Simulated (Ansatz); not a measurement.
This script drives Ansatz 0.2.0 through its Python package.

`relaxed_scan_ch4ssi.py`
```python
"""One bond of CH4SSi held at set lengths while the rest relaxes."""

import ansatz as az
import numpy as np

BASIS = "def2-SVP"
XC = "b3lyp"


def main() -> None:
    ch4ssi = (
        az.Crystal.molecule()
        .atom("C", (-0.8601, 0.607, -0.2413))
        .atom("Si", (0.302, -0.0554, 0.9407))
        .atom("S", (1.6235, -1.3422, -0.1299))
        .atom("H", (-1.4161, -0.1241, -0.7473))
        .atom("H", (-0.4079, 1.2264, -1.0524))
        .atom("H", (-1.6156, 1.3333, 0.2508))
        .atom("H", (2.4354, -1.713, 0.9336))
    )

    model = ch4ssi.calculation().basis(gaussian=BASIS).functional(XC)
    symbols = [site.symbol for site in ch4ssi.cartesian_sites]
    pairs = [(0, 1), (0, 3), (0, 4), (0, 5), (1, 2), (2, 6)]
    print("held (A)   E (eV)        ", "  ".join(f"{symbols[i]}{i}-{symbols[j]}{j}" for i, j in pairs))
    for length in [1.96, 2.13, 2.3, 2.56, 2.88]:
        r = model.relax(constraints=[az.DistanceConstraint((1, 2), at=length)], force_tolerance=0.02, max_steps=60).run(threads=1).report
        xyz = np.array(r["positions_ang"])
        print(f"{length:6.2f} {r['free_energy_ev']:14.5f}  ", "  ".join(f"{np.linalg.norm(xyz[i] - xyz[j]):.3f}" for i, j in pairs))


if __name__ == "__main__":
    main()
```

It is started by `python relaxed_scan_ch4ssi.py`. How long does it take on 1 thread of Arm Neoverse V1, with other jobs on the host, and how much memory does it need?

It took about 2 min, with a peak of 0.21 GiB, for 5 runs of the engine.

```console
$ python relaxed_scan_ch4ssi.py
held (A)   E (eV)         C0-Si1  C0-H3  C0-H4  C0-H5  Si1-S2  S2-H6
DeckWarning: relax.constraints: the input's atoms, or those drawn, lie off the distances that are held; a relaxation that starts there is brought onto them ahead of its first SCF, by positions alone, [...]
  1.96   -19809.07697   1.928  1.103  1.106  1.105  1.960  1.358
  2.13   -19809.42308   1.923  1.104  1.105  1.101  2.130  1.355
  2.30   -19809.32788   1.917  1.105  1.105  1.102  2.300  1.354
  2.56   -19808.81749   1.907  1.104  1.105  1.103  2.560  1.354
  2.88   -19808.04662   1.896  1.105  1.105  1.104  2.880  1.355
```
(Warnings from the package without file and line, shortened, repeats left out.)

What to keep in mind:
- Total energies depend on the basis set; only differences at equal settings carry meaning.
- The energies are electronic: no zero-point or thermal terms, and the basis set is short of its limit.
- b3lyp holds the VWN-RPA fit, as in Gaussian; the form of ORCA and Turbomole is b3lyp5.
